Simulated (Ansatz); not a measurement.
**CH5N (singlet): the correlation ladder, STO-3G**

An exercise on one series of results from a longer session: the logs are not shown, and one member is left open.

The runs use Ansatz 0.2.0, Gaussian basis; STO-3G, core rule «outside noble gas», up to 2 orbitals frozen.

Plan: UHF; CCSD(T) on RHF; BCCD(T) on RHF; CISD; CCSDT(Q) on RHF; CISDTQ; CCSDTQ on RHF; CASSCF and MRCISD+Q, 14 electrons in 13 orbitals; CASSCF and NEVPT2, 14 electrons in 13 orbitals; Full CI.

14 further runs of the same task are left out: 1 that didn't finish, 13 set aside as unsound or not needed.

### What is computed

The geometry is an MP2(full)/6-31G* stationary point (not a proven minimum).

7 atoms, charge 0, spin multiplicity 1.

Atoms are counted from 1 here; the program's logs count them from 0.

Bond lengths: C1–N2 1.464 Å, C1–H3 1.100 Å, C1–H6 1.092 Å, C1–H7 1.092 Å, N2–H4 1.018 Å, N2–H5 1.018 Å. Angles: N2–C1–H3 115.4°, N2–C1–H6 108.8°, N2–C1–H7 108.8°, H3–C1–H6 108.0°, H3–C1–H7 108.0°, H6–C1–H7 107.5°, C1–N2–H4 109.5°, C1–N2–H5 109.5°, H4–N2–H5 105.9°.

The first run:

The input, in.yaml:

```yaml
crystal:
  periodic: [false, false, false]
  atoms:
    - {symbol: C, position_ang: [0.030223, 0.739186, 0.000000]}
    - {symbol: N, position_ang: [0.030223, -0.724852, 0.000000]}
    - {symbol: H, position_ang: [-0.963248, 1.210956, 0.000000]}
    - {symbol: H, position_ang: [-0.479694, -1.064669, 0.812370]}
    - {symbol: H, position_ang: [-0.479694, -1.064669, -0.812370]}
    - {symbol: H, position_ang: [0.571250, 1.091491, 0.880670]}
    - {symbol: H, position_ang: [0.571250, 1.091491, -0.880670]}
basis:
  gaussian: {orbitals: STO-3G}
magnetization: {spin_polarized: true, initial_magnetization: 0}
hamiltonian: {xc: hf}
output: {orbitals: {seedname: orbitals}}
```

The run is started by

```sh
$ ansatz run in.yaml --threads 1 --pin off --events-out ev --progress --plain --max-ram 3956MiB --backend cpu
```

Among the steps run: UHF; CCSD(T) on RHF; BCCD(T) on RHF; CISD; CCSDT(Q) on RHF; CISDTQ; CCSDTQ on RHF; CASSCF and MRCISD+Q, 14 electrons in 13 orbitals; CASSCF and NEVPT2, 14 electrons in 13 orbitals; Full CI.

One table of the session follows, with a row left open; its other results are not shown here.

```
          method  from FCI (kJ/mol)
             RHF             +350.7
            RMP2                  ?
            CISD              +20.2
           RCCSD               +2.3
        RCCSD(T)               +0.7
         BCCD(T)               +0.8
          RCCSDT               +0.3
          CISDTQ               +0.6
       RCCSDT(Q)                0.0
         RCCSDTQ                0.0
  CASSCF valence                0.0
  NEVPT2 valence                0.0
  MRCISD valence                0.0
MRCISD+Q valence                0.0
             FCI                  0
```

Estimate the missing values for RMP2.

**Answer.** from FCI (kJ/mol): +93.2. In the column «from FCI (kJ/mol)» it lies between CISD (+20.2) and RHF (+350.7).
